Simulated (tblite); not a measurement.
Species: C₄H₅P.
Numbering: `[CH2:1]=[CH:2][P:3]1[CH:4]=[CH:5]1` (hydrogens: H6, H7 on C1; H8 on C2; H9 on C4; H10 on C5)

Computed with GFN2-xTB (tblite), gas phase: Langevin dynamics at 400 K from the optimised GFN2-xTB geometry, time step 0.5 fs, friction 0.01 fs⁻¹, 2000 steps. Over the second half of the run the saved frames average 474 K.

The optimised geometry, where the run starts:
```
atom  x, y, z in Å
C1     -2.143    0.070   -0.047
C2     -0.833    0.118   -0.243
P3      0.365   -0.431    1.026
C4      1.862    0.471    0.440
C5      1.829   -0.738   -0.051
H6     -2.556   -0.299    0.877
H7     -2.852    0.392   -0.793
H8     -0.419    0.490   -1.175
H9      2.416    1.381    0.491
H10     2.339   -1.451   -0.660
```

t = 25 fs, T = 205 K, E(pot) 0.259 eV above the start
```
atom  x, y, z in Å  |  force x, y, z in eV/Å
C1     -2.170   -0.003   -0.072   -1.902   1.603  -1.095
C2     -0.874    0.134   -0.254    0.302  -0.977   1.539
P3      0.352   -0.445    1.030   -0.250   0.179  -0.324
C4      1.880    0.441    0.454   -0.513  -0.070   0.376
C5      1.803   -0.750   -0.068   -0.391   0.571   0.257
H6     -2.664   -0.148    0.883    0.332  -0.339  -0.231
H7     -2.895    0.378   -0.895    1.138  -0.880   1.284
H8     -0.477    0.369   -1.193    0.529   0.383  -1.163
H9      2.365    1.362    0.659    0.304   0.037  -0.226
H10     2.199   -1.413   -0.775    0.450  -0.507  -0.416
```

t = 50 fs, T = 326 K, E(pot) 0.252 eV above the start
```
atom  x, y, z in Å  |  force x, y, z in eV/Å
C1     -2.202   -0.027   -0.042   -0.266  -1.040  -0.166
C2     -0.893    0.044   -0.284   -0.140   1.097   0.391
P3      0.301   -0.435    1.009   -0.131  -0.315   0.167
C4      1.830    0.419    0.498    0.570   0.385  -0.850
C5      1.748   -0.763   -0.078    0.978  -0.598   0.345
H6     -2.620   -0.518    0.869    0.553   0.481  -0.874
H7     -2.917    0.126   -0.851    0.084   0.368   0.433
H8     -0.477    0.646   -1.112   -0.354  -0.708   0.126
H9      2.448    1.321    0.477   -0.502  -0.573   0.187
H10     2.370   -1.557   -0.536   -0.791   0.902   0.242
```

t = 75 fs, T = 435 K, E(pot) 0.194 eV above the start
```
atom  x, y, z in Å  |  force x, y, z in eV/Å
C1     -2.304   -0.089   -0.118    2.772   0.019   0.954
C2     -0.992    0.114   -0.341   -0.585  -0.483  -0.837
P3      0.199   -0.422    0.969    0.189   0.550  -0.521
C4      1.680    0.508    0.344    0.007  -0.846   0.267
C5      1.740   -0.769    0.011   -0.545   1.514   0.272
H6     -2.522   -0.491    0.847   -0.507  -0.182   0.362
H7     -3.081    0.189   -0.732   -1.257   0.410  -1.194
H8     -0.613    0.470   -1.337   -0.288  -0.183   1.072
H9      2.215    1.438    0.370   -0.125  -0.190  -0.046
H10     2.311   -1.443   -0.551    0.341  -0.610  -0.329
```

t = 525 fs, T = 289 K, E(pot) 0.813 eV above the start
```
atom  x, y, z in Å  |  force x, y, z in eV/Å
C1     -2.000    0.215   -0.037    1.994  -1.280  -1.924
C2     -0.739   -0.223   -0.286   -1.320  -0.432   1.062
P3      0.408   -0.315    1.313   -2.801   1.548  -0.928
C4      1.965   -0.284    0.408    1.180   3.542  -0.440
C5      1.537   -1.443    0.609   -0.230  -3.682   0.238
H6     -2.171    0.631    0.885   -0.511   0.875   1.799
H7     -2.847    0.183   -0.708    0.274   0.004  -0.227
H8     -0.481   -0.785   -1.235   -0.061   0.851   1.230
H9      2.680    0.235   -0.118    1.119   1.049  -0.535
H10     1.820   -2.386    0.370    0.355  -2.477  -0.276
```

t = 550 fs, T = 547 K, E(pot) 0.559 eV above the start
```
atom  x, y, z in Å  |  force x, y, z in eV/Å
C1     -2.052    0.206    0.014    1.579  -0.233   0.531
C2     -0.740   -0.201   -0.030   -2.640   1.129  -2.637
P3      0.347   -0.376    1.292    1.348  -0.859   2.384
C4      1.947   -0.283    0.398    1.362   4.854  -1.134
C5      1.736   -1.492    0.594   -0.833  -4.306   1.103
H6     -2.610    0.272    0.968    0.597  -0.157  -0.722
H7     -2.592    0.587   -0.851    0.269  -0.434   0.176
H8     -0.160   -0.186   -0.986   -0.914  -0.047   0.296
H9      2.641    0.440   -0.016   -0.242  -0.216   0.134
H10     2.218   -2.462    0.594   -0.527   0.269  -0.133
```

t = 600 fs, T = 420 K, E(pot) 0.459 eV above the start
```
atom  x, y, z in Å  |  force x, y, z in eV/Å
C1     -2.020   -0.041    0.192   -2.829   0.449  -0.207
C2     -0.753   -0.161    0.048    2.700  -0.151  -0.640
P3      0.396   -0.524    1.405    0.454  -0.583   0.352
C4      1.982   -0.150    0.621   -0.456  -4.081  -0.298
C5      1.762   -1.527    0.598    0.253   4.791   0.502
H6     -2.646   -0.209    1.028    0.114  -0.314   0.980
H7     -2.607    0.286   -0.633   -0.440   0.206  -0.724
H8     -0.339    0.108   -0.927    0.236  -0.195   0.181
H9      2.687    0.580    0.309    0.128   0.146   0.025
H10     2.314   -2.418    0.454   -0.159  -0.268  -0.170
```

t = 775 fs, T = 489 K, E(pot) 0.544 eV above the start
```
atom  x, y, z in Å  |  force x, y, z in eV/Å
C1     -2.080    0.135    0.325    0.600  -0.247   0.223
C2     -0.993   -0.679    0.398   -0.978   2.694   0.795
P3      0.333   -0.262    1.661   -0.073  -0.224   0.429
C4      1.885    0.487    0.910   -1.000   1.427  -0.797
C5      1.865   -0.802    0.828   -0.112  -1.024  -0.210
H6     -2.083    1.107    0.901    0.078  -1.231  -0.767
H7     -3.022   -0.040   -0.255    1.164  -0.067   0.533
H8     -0.862   -1.642   -0.008   -0.270  -0.748  -0.705
H9      2.201    1.419    0.467    0.254  -0.403   0.359
H10     2.333   -1.651    0.391    0.337  -0.178   0.139
```

t = 850 fs, T = 459 K, E(pot) 0.391 eV above the start
```
atom  x, y, z in Å  |  force x, y, z in eV/Å
C1     -2.080    0.144    0.030   -0.378   0.490  -0.386
C2     -1.159   -0.661    0.498    0.393   0.368   1.069
P3      0.037    0.033    1.723    0.041   0.249  -0.563
C4      1.195    0.626    0.379   -0.385   2.879  -1.022
C5      1.527   -0.531    0.808    1.158  -1.375   1.273
H6     -2.153    1.165    0.398    0.001  -0.249  -0.110
H7     -2.741   -0.109   -0.776   -0.283  -0.157  -0.066
H8     -0.992   -1.686    0.275   -0.194  -0.576  -0.542
H9      1.429    1.493   -0.290   -0.314  -1.259   0.820
H10     2.375   -1.146    1.012   -0.038  -0.370  -0.474
```

t = 950 fs
```
atom  x, y, z in Å
C1     -2.484    0.278   -0.487
C2     -1.729   -0.348    0.377
P3     -0.430    0.394    1.572
C4      1.118    0.855    0.683
C5      1.068   -0.408    1.157
H6     -2.443    1.335   -0.706
H7     -3.168   -0.242   -1.098
H8     -1.807   -1.413    0.456
H9      1.688    1.592    0.080
H10     1.637   -1.118    1.613
```

Question: Estimate the potential energy and the forces of this last frame.

Answer: 0.624 eV above the start.

| atom | Fx (eV/Å) | Fy (eV/Å) | Fz (eV/Å) |
| --- | --- | --- | --- |
| C1 | 0.154 | 0.930 | -0.284 |
| C2 | 1.553 | 0.263 | 0.552 |
| P3 | -2.462 | 1.123 | 0.107 |
| C4 | 0.018 | -1.045 | -0.385 |
| C5 | 0.597 | 2.400 | -1.048 |
| H6 | 0.135 | 0.058 | 0.310 |
| H7 | -0.698 | -0.548 | -0.476 |
| H8 | -0.074 | -0.482 | 0.212 |
| H9 | -0.645 | -0.978 | 0.736 |
| H10 | 1.421 | -1.722 | 0.277 |

The bond farthest from its length at the start is P3–C5 (1.750 against 1.843 Å), and half the difference of its two atoms' forces along it is +1.15 eV/Å (positive lengthens). The largest atomic force is 2.71 eV/Å.

What follows is the cost of the whole dynamics run. On one thread of an Arm Neoverse V2, shared host, this took 5.5 s wall.
